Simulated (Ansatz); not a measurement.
## CH3F: where a starting geometry ends

The starting geometry of this gas-phase triplet was optimised with GFN2-xTB as a singlet; its bonds are those of `CF`.

```xyz
5

C     0.7420   -0.8087    0.1454
F     0.8433   -1.1219   -1.1789
H     1.1623   -1.6340    0.7211
H    -0.3137   -0.6695    0.3797
H     1.3025    0.1104    0.3188
```

Q: Where would you expect an optimisation with PBE0-D4/def2-TZVP to take it?

A: It loosens into CH2 + FH, which stay close as a complex. Contacts that open: C1–F2 (1.36 → 2.95 Å), C1–H3 (1.09 → 2.02 Å). Contacts that close: F2–H3 (1.99 → 0.93 Å).

The energy falls by 5.46 eV over 37 steps:

| step | E − E(last) (eV) |
| --- | --- |
| 1 | 5.457 |
| 5 | 1.293 |
| 9 | 1.025 |
| 13 | 1.017 |
| 17 | 1.005 |
| 21 | 0.997 |
| 25 | 0.863 |
| 29 | 0.117 |
| 33 | 0.000 |
| 37 | 0.000 |

Final geometry (Å):

| atom | x (Å) | y (Å) | z (Å) |
| --- | --- | --- | --- |
| C | 0.5933 | -0.1237 | 0.6366 |
| F | 1.3212 | -2.1343 | -1.4012 |
| H | 1.1039 | -1.4844 | -0.7696 |
| H | -0.4498 | 0.0584 | 0.4260 |
| H | 1.1678 | -0.4398 | 1.4943 |

No frequencies were run, so the end isn't proven a minimum. Open shells are spin-unrestricted. The triplet needn't be the ground state. Run with Ansatz 0.2.0, 91 s on 1 thread of Intel(R) Xeon(R) 6975P-C (Granite Rapids), on a shared host.
